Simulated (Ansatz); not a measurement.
in.yaml

```yaml
crystal:
  periodic: [false, false, false]
  atoms:
    - {symbol: B, position_ang: [0.000000, 0.000000, 0.000000]}
    - {symbol: Cl, position_ang: [0.000000, 0.000000, 5.492000]}
basis:
  gaussian: {orbitals: 6-31G}
total_charge: 1
magnetization: {spin_polarized: false, initial_magnetization: 1}
correlation: {active_space: {ras: {orbitals: [4, 1, 11], electrons: 9, max_holes: 2, max_particles: 2}, fixed_orbitals: true}}
scf: {lower_state_search: off}
```

```sh
$ ansatz run in.yaml --threads 1 --pin off --events-out ev --progress --plain --max-ram 2393MiB
```

The program prints:

```
these checks for a lower state are left out or cut short: stability, starts, cluster_reference, orbital_swaps, neighbouring_geometries, increment
266 factors; integrals over basis functions are off by at most 2.3e-4 eV
mean field evaluation 1: about -13141.1581 eV, gradient 3.4e1 eV
mean field evaluation 2: about -13141.1810 eV, gradient 3.4e1 eV
mean field evaluation 4: about -13161.1330 eV, gradient 1.0e1 eV
mean field evaluation 8: about -13161.5324 eV, gradient 1.2e-1 eV
mean field -13161.54092315 eV, -483.6777077128 hartree, gradient 9.7e-6 eV, S^2 0.750000; 0 other end points of the search recorded, 0 dependent functions left out
reference -13161.54092315 eV, -483.6777077128 hartree; 11, 10 occupied and 11, 12 virtual orbitals, 266 factors
state -13163.86049544 eV, -483.7629504222 hartree
Total energy: -13163.86049544 eV, -483.7629504222 hartree
Checks for a lower state left out: stability, starts, cluster_reference, orbital_swaps, neighbouring_geometries, increment
```

Natural occupations: 1.9939 1.9914 1.9914 1.8481 0.9975 0.0503 0.0503 0.0502 0.0083 0.0082 0.0056 0.0037 0.0011 0.0000 0.0000 0.0000.

Ran on 1 thread of AMD EPYC 7R43, shared host: 0.42 s wall, 0.15 GiB peak host memory.
